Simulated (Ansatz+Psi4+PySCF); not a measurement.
```yaml
atoms:
  - { symbol: C, position_ang: [0.0000, 0.0000, -1.3481] }
  - { symbol: S, position_ang: [0.0000, 0.0000, 0.5055] }
```

Basis set: cc-pVTZ on C; cc-pV(T+d)Z on S (spherical functions). Left uncorrelated: 6 orbitals. Charge 0, multiplicity 1.

Computed with Ansatz (development build ahead of 0.2.0) and Psi4 1.11; each method stands on the lowest determinant of its kind that the runs found. Restricted open shells among the atoms or ions are ROHF, correlated in semicanonical orbitals with singles.

Task: Give the vertical ionization energy (product with multiplicity 2 at the same shape, open shells in the same class of orbitals) of singlet CS by RHF-CCSD(T), RHF-CCSD, RHF-MP2, RHF.

Result:

| method | ionization energy |
| --- | --- |
| RHF-CCSD(T) | 11.64 eV |
| RHF-CCSD | 11.38 eV |
| RHF-MP2 | 12.03 eV |
| RHF | 10.13 eV |

Caution: an unrestricted determinant lies well below; unrestricted orbitals would lower the determinant. Caution for RHF-CCSD(T), RHF-CCSD, RHF-MP2: a plain start can end on a higher determinant; large amplitudes, a single reference is doubtful. Caution for RHF-MP2: another reference gives a lower total.
